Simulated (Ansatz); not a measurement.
# C2H2FN: how energies converge with the basis set

An exercise on one series of results from a longer session: the logs are not shown, and one member is left open.

The runs use Ansatz 0.2.0, Gaussian basis; one geometry, several basis sets.

Levels to be run: PBE0-D4/def2-SVP; ωB97M-V/def2-SVP; PBE0-D4/def2-QZVPP; ωB97M-V/def2-QZVPP; CCSD(T)/cc-pV(D+d)Z; CCSD(T)/cc-pV(T+d)Z; CCSD(T)/cc-pV(Q+d)Z; the functionals' def2-TZVPP values are taken from earlier runs.

### The relaxed structure

An earlier PBE0-D4 in a triple-zeta def2 set relaxation fixed the geometry.

SMILES `N#CCF`, 6 atoms, charge 0, spin multiplicity 1.

Atoms are counted from 1 here; the program's logs count them from 0.

Bond lengths: N1–C2 1.148 Å, C2–C3 1.461 Å, C3–F4 1.369 Å, C3–H5 1.094 Å, C3–H6 1.094 Å. Angles: N1–C2–C3 178.6°, C2–C3–F4 110.8°, C2–C3–H5 109.3°, C2–C3–H6 109.3°, F4–C3–H5 109.1°, F4–C3–H6 109.1°, H5–C3–H6 109.3°.

The first run:

in.yaml

```yaml
crystal:
  periodic: [false, false, false]
  atoms:
    - {symbol: N, position_ang: [-1.529907, -1.437908, 0.378058]}
    - {symbol: C, position_ang: [-0.705263, -0.665431, 0.173867]}
    - {symbol: C, position_ang: [0.326607, 0.340628, -0.065109]}
    - {symbol: F, position_ang: [1.299677, -0.149955, -0.893177]}
    - {symbol: H, position_ang: [0.778731, 0.627718, 0.888362]}
    - {symbol: H, position_ang: [-0.127744, 1.220949, -0.528300]}
basis:
  gaussian: {orbitals: def2-SVP}
hamiltonian: {xc: pbe0, dispersion: d4}
output: {orbitals: {seedname: orbitals}}
```

Run with:

```
$ ansatz run in.yaml --threads 2 --pin off --events-out ev --progress --plain --max-ram 32768MiB --backend cpu
```

Steps of the session up to this table: PBE0-D4 in def2-SVP; ωB97M-V in def2-SVP; PBE0-D4 in def2-QZVPP; ωB97M-V in def2-QZVPP.

One table of the session follows, with a row left open; its other results are not shown here.

| functional | basis | HOMO (eV) | LUMO (eV) |
| --- | --- | --- | --- |
| PBE0-D4 | def2-SVP | -9.81 | -0.23 |
| PBE0-D4 | def2-TZVPP | ? | ? |
| PBE0-D4 | def2-QZVPP | -9.93 | -0.64 |
| ωB97M-V | def2-SVP | -12.12 | 2.10 |
| ωB97M-V | def2-TZVPP | -12.24 | 1.61 |
| ωB97M-V | def2-QZVPP | -12.27 | 1.29 |

Q: Estimate the row for PBE0-D4, def2-TZVPP from the others.

**Answer.** HOMO (eV): -9.91; LUMO (eV): -0.55. In the column «HOMO (eV)» it lies between PBE0-D4, def2-QZVPP (-9.93) and PBE0-D4, def2-SVP (-9.81).
